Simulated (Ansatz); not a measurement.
Two shapes of singlet O₃.

Shape 1:

```xyz
3

O     0.0000    0.0000   -0.3867
O     0.0000    0.9759    0.1934
O     0.0000   -0.9759    0.1934
```

Shape 2:

```xyz
3

O     0.0000    0.0000   -0.4540
O     0.0000    1.1456    0.2270
O     0.0000   -1.1456    0.2270
```

Basis set: cc-pVTZ (spherical functions). Frozen core: 3 orbitals. Charge 0, multiplicity 1.

Computed with Ansatz (development build ahead of 0.2.0); each method stands on the lowest determinant of its kind that the runs found.

Task: Which shape is lower in energy, and by how much in each method?

Result:

```csv
method,E(2) − E(1) (eV)
RHF,0.864
RHF-MP2,-1.371
```

The methods disagree on the order. Caution: in another basis set an unrestricted determinant lies well below.
